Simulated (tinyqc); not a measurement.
Inside a calculation. Method: MP2 on RHF in the sto-6g basis, frozen core, for H2F+, spin multiplicity 1. One step of it, computed by the program tinyqc.

Problem. Second-order Moller-Plesset energy. E2 = sum_ijab (ia|jb) [2 (ia|jb) - (ib|ja)] / (e_i + e_j - e_a - e_b) over occupied i, j and virtual a, b; the opposite-spin part is (ia|jb)^2 / denominator, the rest is same-spin, and SCS-MP2 scales them by 6/5 and 1/3.

orbital energies (hartree): MO1 -26.875442, MO2 -1.949405, MO3 -1.032024, MO4 -0.985837, MO5 -0.973322, MO6 -0.137418, MO7 -0.031068

Two-electron integrals over orbitals (pq|rs), unique and non-zero (hartree); the lowest 1 orbital is frozen and left out:
```
p,q,r,s,(pq|rs)
2,2,2,2,0.869429
3,2,2,2,-0.002306
3,2,3,2,0.151058
3,3,2,2,0.750793
3,3,3,2,-0.003692
3,3,3,3,0.716177
4,2,2,2,-0.016250
4,2,3,2,0.001705
4,2,3,3,-0.012939
4,2,4,2,0.158677
4,3,2,2,0.007287
4,3,3,2,0.005338
4,3,3,3,0.011116
4,3,4,2,-0.010371
4,3,4,3,0.049700
4,4,2,2,0.795831
4,4,3,2,-0.014094
4,4,3,3,0.684103
4,4,4,2,-0.073098
4,4,4,3,0.005334
4,4,4,4,0.815078
5,2,5,2,0.186420
5,3,5,2,-0.006460
5,3,5,3,0.038328
5,4,5,2,-0.029236
5,4,5,3,0.001830
5,4,5,4,0.048726
5,5,2,2,0.890863
5,5,3,2,-0.011147
5,5,3,3,0.739164
5,5,4,2,-0.053207
5,5,4,3,0.009362
5,5,4,4,0.799275
5,5,5,5,0.998085
6,2,2,2,-0.120518
6,2,3,2,0.011212
6,2,3,3,-0.078635
6,2,4,2,-0.056142
6,2,4,3,-0.002078
6,2,4,4,-0.071381
6,2,5,5,-0.120007
6,2,6,2,0.066035
6,3,2,2,0.032735
6,3,3,2,0.012222
6,3,3,3,0.033964
6,3,4,2,-0.009223
6,3,4,3,0.015816
6,3,4,4,0.017961
6,3,5,5,0.034237
6,3,6,2,-0.010669
6,3,6,3,0.060117
6,4,2,2,-0.185455
6,4,3,2,-0.007349
6,4,3,3,-0.115845
6,4,4,2,0.027547
6,4,4,3,-0.011600
6,4,4,4,-0.174981
6,4,5,5,-0.190627
6,4,6,2,0.052886
6,4,6,3,-0.032222
6,4,6,4,0.113846
6,5,5,2,-0.039741
6,5,5,3,0.004456
6,5,5,4,-0.014650
6,5,6,5,0.021116
6,6,2,2,0.538047
6,6,3,2,-0.026318
6,6,3,3,0.516682
6,6,4,2,0.059389
6,6,4,3,-0.026988
6,6,4,4,0.527800
6,6,5,5,0.519477
6,6,6,2,-0.045471
6,6,6,3,-0.035537
6,6,6,4,-0.011385
6,6,6,6,0.559411
7,2,2,2,-0.036554
7,2,3,2,-0.072143
7,2,3,3,-0.015606
7,2,4,2,-0.002052
7,2,4,3,0.018067
7,2,4,4,-0.027842
7,2,5,5,-0.035936
7,2,6,2,0.005249
7,2,6,3,0.017769
7,2,6,4,0.014550
7,2,6,6,-0.015252
7,2,7,2,0.056809
7,3,2,2,-0.223998
7,3,3,2,0.021603
7,3,3,3,-0.169518
7,3,4,2,0.052307
7,3,4,3,0.002387
7,3,4,4,-0.187072
7,3,5,5,-0.237242
7,3,6,2,0.053002
7,3,6,3,-0.003561
7,3,6,4,0.103548
7,3,6,6,-0.028942
7,3,7,2,0.020126
7,3,7,3,0.168222
7,4,2,2,-0.009638
7,4,3,2,0.046475
7,4,3,3,-0.001233
7,4,4,2,-0.008695
7,4,4,3,-0.001071
7,4,4,4,-0.014143
7,4,5,5,-0.010041
7,4,6,2,0.008192
7,4,6,3,0.042127
7,4,6,4,-0.008027
7,4,6,6,-0.034490
7,4,7,2,-0.007136
7,4,7,3,0.020952
7,4,7,4,0.047779
7,5,5,2,-0.011919
7,5,5,3,-0.024469
7,5,5,4,0.000290
7,5,6,5,0.001532
7,5,7,5,0.018646
7,6,2,2,0.004122
7,6,3,2,0.066523
7,6,3,3,0.010013
7,6,4,2,0.002548
7,6,4,3,0.049815
7,6,4,4,-0.012200
7,6,5,5,0.001153
7,6,6,2,-0.005292
7,6,6,3,0.066418
7,6,6,4,-0.028154
7,6,6,6,-0.065413
7,6,7,2,0.003376
7,6,7,3,0.030072
7,6,7,4,0.055001
7,6,7,6,0.129093
7,7,2,2,0.570341
7,7,3,2,0.038708
7,7,3,3,0.577274
7,7,4,2,0.010240
7,7,4,3,0.022667
7,7,4,4,0.538264
7,7,5,5,0.555423
7,7,6,2,-0.034400
7,7,6,3,0.044100
7,7,6,4,-0.041279
7,7,6,6,0.481811
7,7,7,2,-0.008744
7,7,7,3,-0.034655
7,7,7,4,0.030932
7,7,7,6,0.064078
7,7,7,7,0.576071
```

Hartree-Fock energy = -99.70686645 hartree

Give: Terms; Pair energies; MP2 correlation energy; SCS-MP2 correlation energy; MP2 total energy.

Solution.

Terms:
```
i,j,a,b,(ia|jb),(ib|ja),denominator,term
3,3,7,7,0.1682,0.1682,-2.0019,-0.0141
3,4,7,6,0.1035,0.0421,-1.8494,-0.0092
4,3,6,7,0.1035,0.0421,-1.8494,-0.0092
4,4,6,6,0.1138,0.1138,-1.6968,-0.0076
3,3,6,6,0.0601,0.0601,-1.7892,-0.0020
2,3,6,7,0.0530,0.0178,-2.8129,-0.0017
3,2,7,6,0.0530,0.0178,-2.8129,-0.0017
2,2,6,6,0.0660,0.0660,-3.6240,-0.0012
4,4,7,7,0.0478,0.0478,-1.9095,-0.0012
2,4,6,6,0.0529,0.0529,-2.6604,-0.0011
4,2,6,6,0.0529,0.0529,-2.6604,-0.0011
2,2,7,7,0.0568,0.0568,-3.8367,-0.0008
4,3,6,6,-0.0322,-0.0322,-1.7430,-0.0006
3,4,6,6,-0.0322,-0.0322,-1.7430,-0.0006
3,4,6,7,0.0421,0.1035,-1.8494,4.40e-04
4,3,7,6,0.0421,0.1035,-1.8494,4.40e-04
5,5,6,6,0.0211,0.0211,-1.6718,-2.67e-04
3,4,7,7,0.0210,0.0210,-1.9557,-2.24e-04
4,3,7,7,0.0210,0.0210,-1.9557,-2.24e-04
5,5,7,7,0.0186,0.0186,-1.8845,-1.84e-04
2,3,7,7,0.0201,0.0201,-2.9193,-1.39e-04
3,2,7,7,0.0201,0.0201,-2.9193,-1.39e-04
2,3,7,6,0.0178,0.0530,-2.8129,1.10e-04
3,2,6,7,0.0178,0.0530,-2.8129,1.10e-04
2,4,7,6,0.0145,0.0082,-2.7668,-1.10e-04
4,2,6,7,0.0145,0.0082,-2.7668,-1.10e-04
2,3,6,6,-0.0107,-0.0107,-2.7066,-4.21e-05
3,2,6,6,-0.0107,-0.0107,-2.7066,-4.21e-05
4,4,6,7,-0.0080,-0.0080,-1.8032,-3.57e-05
4,4,7,6,-0.0080,-0.0080,-1.8032,-3.57e-05
2,4,7,7,-0.0071,-0.0071,-2.8731,-1.77e-05
4,2,7,7,-0.0071,-0.0071,-2.8731,-1.77e-05
2,2,6,7,0.0052,0.0052,-3.7303,-7.39e-06
2,2,7,6,0.0052,0.0052,-3.7303,-7.39e-06
3,3,6,7,-0.0036,-0.0036,-1.8956,-6.69e-06
3,3,7,6,-0.0036,-0.0036,-1.8956,-6.69e-06
2,4,6,7,0.0082,0.0145,-2.7668,-5.43e-06
4,2,7,6,0.0082,0.0145,-2.7668,-5.43e-06
5,5,6,7,0.0015,0.0015,-1.7782,-1.32e-06
5,5,7,6,0.0015,0.0015,-1.7782,-1.32e-06
```

Pair energies (hartree; pair i-j sums ij and ji):
```
pair,opposite spin,same spin
2-2,-0.0021,0
3-2,-0.0026,-0.0009
3-3,-0.0162,0
4-2,-0.0023,-2.92e-05
4-3,-0.0152,-0.0041
4-4,-0.0089,0
5-5,-4.54e-04,0
```

MP2 correlation energy = -0.052657 hartree

SCS-MP2 correlation energy = -0.058862 hartree

MP2 total energy = -99.759523 hartree
